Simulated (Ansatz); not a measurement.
**C4H4F2: up Jacob's ladder to CCSD(T)**

An exercise on one series of results from a longer session: the logs are not shown, and one member is left open.

The runs use Ansatz 0.2.0, Gaussian basis; functionals in def2-TZVPP, the program's frozen cores in correlated methods.

Plan: PBE-D4, r2SCAN-D4, PBE0-D4, B3LYP-D4, ωB97X-V, ωB97M-V, B2PLYP; CCSD(T)/def2-TZVPP; MP2/def2-QZVPP; extrapolation to the limit.

### Structure used throughout

An earlier PBE0-D4 in a triple-zeta def2 set relaxation fixed the geometry.

SMILES `C=C/C(F)=C/F`, 10 atoms, charge 0, spin multiplicity 1.

Atoms are counted from 1 here; the program's logs count them from 0.

Bond lengths: C1–C2 1.331 Å, C1–H7 1.083 Å, C1–H8 1.082 Å, C2–C3 1.442 Å, C2–H9 1.085 Å, C3–F4 1.335 Å, C3–C5 1.332 Å, C5–F6 1.327 Å, C5–H10 1.081 Å. Angles: C2–C1–H7 121.4°, C2–C1–H8 120.9°, H7–C1–H8 117.7°, C1–C2–C3 124.0°, C1–C2–H9 120.7°, C3–C2–H9 115.3°, C2–C3–F4 116.7°, C2–C3–C5 123.8°, F4–C3–C5 119.5°, C3–C5–F6 122.2°, C3–C5–H10 123.0°, F6–C5–H10 114.8°.

Set-up of the first run:

in.yaml

```yaml
crystal:
  periodic: [false, false, false]
  atoms:
    - {symbol: C, position_ang: [0.701729, -1.574091, -0.650763]}
    - {symbol: C, position_ang: [0.581875, -0.459001, 0.065146]}
    - {symbol: C, position_ang: [-0.541103, 0.441351, -0.024588]}
    - {symbol: F, position_ang: [-1.505958, 0.113093, -0.886347]}
    - {symbol: C, position_ang: [-0.656190, 1.556482, 0.694717]}
    - {symbol: F, position_ang: [-1.705243, 2.362505, 0.585940]}
    - {symbol: H, position_ang: [-0.060136, -1.873630, -1.359806]}
    - {symbol: H, position_ang: [1.567838, -2.213670, -0.542509]}
    - {symbol: H, position_ang: [1.352339, -0.169302, 0.772775]}
    - {symbol: H, position_ang: [0.090149, 1.876866, 1.408734]}
basis:
  gaussian: {orbitals: def2-TZVPP}
hamiltonian: {xc: pbe, dispersion: d4}
output: {forces: true, orbitals: {seedname: orbitals}}
```

Among the steps run: PBE-D4 (GGA); r2SCAN-D4 (meta-GGA); PBE0-D4 (hybrid); B3LYP-D4 (hybrid); ωB97X-V (range-separated); ωB97M-V (range-separated); B2PLYP (double hybrid); CCSD(T) in def2-TZVPP; MP2 in def2-QZVPP.

One of the session's tables, all rows but one given; the rest of the session is left out.

| method | atomisation energy (eV) |
| --- | --- |
| PBE-D4 | 46.397 |
| r2SCAN-D4 | 44.856 |
| PBE0-D4 | 45.058 |
| B3LYP-D4 | 44.578 |
| ωB97X-V | 44.485 |
| ωB97M-V | 44.624 |
| B2PLYP | 44.161 |
| HF/def2-TZVPP | 31.927 |
| MP2/def2-TZVPP | 44.547 |
| CCSD/def2-TZVPP | 42.416 |
| CCSD(T)/def2-TZVPP | 43.282 |
| MP2/CBS | 45.664 |
| CCSD(T)/CBS | ? |

Q: Estimate the row for CCSD(T)/CBS from the others.

As computed: atomisation energy (eV): 44.398. In the column «atomisation energy (eV)» it lies between B2PLYP (44.161) and ωB97X-V (44.485).
